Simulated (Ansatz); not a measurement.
A made-up structure of AlSiNH₆, singlet:

Al1  (-0.649, 0.707, -1.084)
N2  (0.366, 0.570, 0.080)
Si3  (0.353, -0.742, 0.785)
H4  (-1.733, -0.515, -1.576)
H5  (-0.399, 2.053, -1.551)
H6  (1.051, 1.369, 0.376)
H7  (1.743, -1.266, 0.536)
H8  (-0.700, -1.816, 0.244)
H9  (-0.030, -0.360, 2.190)
(Å)

It is relaxed with PBE-D4/def2-SVP and then PBE0-D4/def2-TZVP (Ansatz 0.2.0). Atoms count as bonded within 1.22 times the sum of their covalent radii (H–H: 0.88 Å). The end point is not checked to be a true minimum.

(1) Does its bonding change? (Judge from chemistry; the calculation decides.)

## Answers

(1) Computed: Yes. Formed: none; broken: Al1–Si3.

Where it ends: The first stage lowers the energy by 3.76 eV in 7 steps. It ends as AlSiNH₆ ([AlH2][NH][SiH3]):
Al1  (-0.765, 0.917, -1.322)
N2  (0.322, 0.552, 0.043)
Si3  (0.456, -0.894, 0.978)
H4  (-1.774, -0.205, -1.790)
H5  (-0.648, 2.351, -1.983)
H6  (0.956, 1.291, 0.318)
H7  (1.816, -1.496, 0.890)
H8  (-0.537, -1.860, 0.443)
H9  (0.174, -0.657, 2.422)
(Å)

Labels in which every atom is bracketed show which atoms are joined, not bond orders.

For scale, one of the runs: PBE0-D4/def2-TZVP relaxation, 141 basis functions, launched by `ansatz run in.yaml --threads 2 --pin off --events-out ev --progress --plain --max-ram 4352MiB`. Hardware: 2 CPU threads of an Intel Xeon 6975P-C, shared host. Wall time about 9 s.
